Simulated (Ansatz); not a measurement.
# CH₅NSi (SMILES CN=[SiH2]): single points off equilibrium

Aim: energy, forces and dipole at a structure displaced at random from a GFN2-xTB minimum, from CCSD(T) and from density functionals.

Computed with Ansatz 0.2.0, Gaussian basis. Level: single points in def2-TZVPP.

Correlated methods freeze the cores.

## 1. Starting geometry

SMILES `CN=[SiH2]`, 8 atoms, charge 0, spin multiplicity 1.

Atoms are counted from 1 here; the program's logs count them from 0.

Bond lengths: C1–N2 1.492 Å, C1–H4 1.156 Å, C1–H5 0.999 Å, C1–H6 1.067 Å, N2–Si3 1.579 Å, Si3–H7 1.492 Å, Si3–H8 1.476 Å. Angles: N2–C1–H4 107.9°, N2–C1–H5 109.6°, N2–C1–H6 111.4°, H4–C1–H5 112.8°, H4–C1–H6 106.9°, H5–C1–H6 108.2°, C1–N2–Si3 138.3°, N2–Si3–H7 111.2°, N2–Si3–H8 138.2°, H7–Si3–H8 110.2°.

Coordinates:

| atom | x (Å) | y (Å) | z (Å) |
| --- | --- | --- | --- |
| C1 | -0.64530 | 1.01300 | -0.56310 |
| N2 | 0.51880 | 0.18150 | -0.13800 |
| Si3 | 0.78170 | -1.18310 | 0.61130 |
| H4 | -1.30540 | 0.36960 | -1.26050 |
| H5 | -0.31740 | 1.84850 | -1.00210 |
| H6 | -1.25180 | 1.28960 | 0.26970 |
| H7 | 2.24340 | -1.43630 | 0.77360 |
| H8 | 0.00310 | -2.21580 | 1.32250 |

## 2. CCSD(T)/def2-TZVPP

run/in.yaml reads:

```yaml
crystal:
  periodic: [false, false, false]
  atoms:
    - {symbol: C, position_ang: [-0.645300, 1.013000, -0.563100]}
    - {symbol: N, position_ang: [0.518800, 0.181500, -0.138000]}
    - {symbol: Si, position_ang: [0.781700, -1.183100, 0.611300]}
    - {symbol: H, position_ang: [-1.305400, 0.369600, -1.260500]}
    - {symbol: H, position_ang: [-0.317400, 1.848500, -1.002100]}
    - {symbol: H, position_ang: [-1.251800, 1.289600, 0.269700]}
    - {symbol: H, position_ang: [2.243400, -1.436300, 0.773600]}
    - {symbol: H, position_ang: [0.003100, -2.215800, 1.322500]}
basis:
  gaussian: {orbitals: def2-TZVPP}
correlation: {method: ccsd_t}
output: {forces: true}
```

The command line of these runs was not kept.

## 3. PBE0-D4/def2-TZVPP

run/in.yaml, as its differences from that of step 2:

```diff
@@ -13,3 +13,3 @@
   gaussian: {orbitals: def2-TZVPP}
-correlation: {method: ccsd_t}
-output: {forces: true}
+hamiltonian: {xc: pbe0, dispersion: d4}
+output: {forces: true, orbitals: {seedname: orbitals}}
```

## 4. wB97M-V/def2-TZVPP

run/in.yaml, as its differences from that of step 3:

```diff
@@ -13,3 +13,3 @@
   gaussian: {orbitals: def2-TZVPP}
-hamiltonian: {xc: pbe0, dispersion: d4}
-output: {forces: true, orbitals: {seedname: orbitals}}
+hamiltonian: {xc: {name: wB97M-V}}
+output: {forces: true}
```

## 5. r2SCAN-D4/def2-TZVPP

run/in.yaml, as its differences from that of step 4:

```diff
@@ -13,3 +13,3 @@
   gaussian: {orbitals: def2-TZVPP}
-hamiltonian: {xc: {name: wB97M-V}}
+hamiltonian: {xc: r2scan, dispersion: d4}
 output: {forces: true}
```

## 6. PBE-D4/def2-TZVPP

run/in.yaml, as its differences from that of step 5:

```diff
@@ -13,3 +13,3 @@
   gaussian: {orbitals: def2-TZVPP}
-hamiltonian: {xc: r2scan, dispersion: d4}
+hamiltonian: {xc: pbe, dispersion: d4}
 output: {forces: true}
```

## 7. revPBE-D4/def2-TZVPP

run/in.yaml, as its differences from that of step 6:

```diff
@@ -13,3 +13,3 @@
   gaussian: {orbitals: def2-TZVPP}
-hamiltonian: {xc: pbe, dispersion: d4}
+hamiltonian: {xc: {name: revPBE}, dispersion: d4}
 output: {forces: true}
```

## 8. wB97X-V/def2-TZVPP

run/in.yaml, as its differences from that of step 7:

```diff
@@ -13,3 +13,3 @@
   gaussian: {orbitals: def2-TZVPP}
-hamiltonian: {xc: {name: revPBE}, dispersion: d4}
+hamiltonian: {xc: {name: wB97X-V}}
 output: {forces: true}
```

(Steps that only read results are left out.)

**Question.** What will these runs give? Wanted: energy less free atoms, CCSD(T)/def2-TZVPP; RMS force component; RMS force error; HOMO and LUMO, PBE0-D4; T1 diagnostic.

**Answer**, as computed:

| quantity | value |
| --- | --- |
| energy less free atoms, CCSD(T)/def2-TZVPP | -2551.5 kJ/mol |
| RMS force component | 1.492 to 1.565 eV/Å over the methods |
| RMS force error | PBE0-D4 0.212, wB97M-V 0.221, r2SCAN-D4 0.124, PBE-D4 0.162, revPBE-D4 0.163, wB97X-V 0.256 eV/Å |
| HOMO and LUMO, PBE0-D4 | -6.84 and -1.53 eV |
| T1 diagnostic | 0.017 |

What this shows: Against CCSD(T) the functionals' energies less atoms differ by -127.5 to -65.7 kJ/mol, PBE-D4 by -127.5 kJ/mol. A larger basis would deepen the CCSD(T) value, while the functionals are nearly converged already, so the order here is not reliable. The forces of r2SCAN-D4 come nearest to CCSD(T), those of wB97X-V are farthest. Frozen-core CCSD(T) forces in triple zeta carry basis errors of their own, and this is one geometry, so small gaps rank nothing. The restricted Hartree–Fock reference is unstable towards an unrestricted one at one or more of these structures.
